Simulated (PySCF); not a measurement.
## Working out the ionisation energy of S

S [Ne] 3s2 3p4 (3P) → S⁺ [Ne] 3s2 3p3 (4S). Calculation: PySCF 2.14, in def2-TZVP; no relativity, point nucleus. Frozen: [Ne]. Energies in hartree (1 hartree = 27.21139 eV):

```csv
part,S (lower),S⁺ (upper)
UHF,-397.501955,-397.162684
CCSD correlation,-0.138113,-0.107753
(T),-0.004659,-0.003492
```

Task: What does Hartree-Fock give?

Result: (-397.162684) − (-397.501955) = 0.339271 hartree = 9.232 eV.

Task: What do CCSD and CCSD(T) give?

Result: The CCSD correlation energies differ by 0.030360 hartree = 0.826 eV and the triples by 0.001167 hartree = 0.032 eV, so CCSD gives 10.058 eV and CCSD(T) 10.090 eV.

Measured between the centres of the two terms (NIST): 10.336 eV, so CCSD(T) (valence) is off by -0.246 eV.

What remains against the reference includes basis incompleteness, the frozen core and higher excitations.
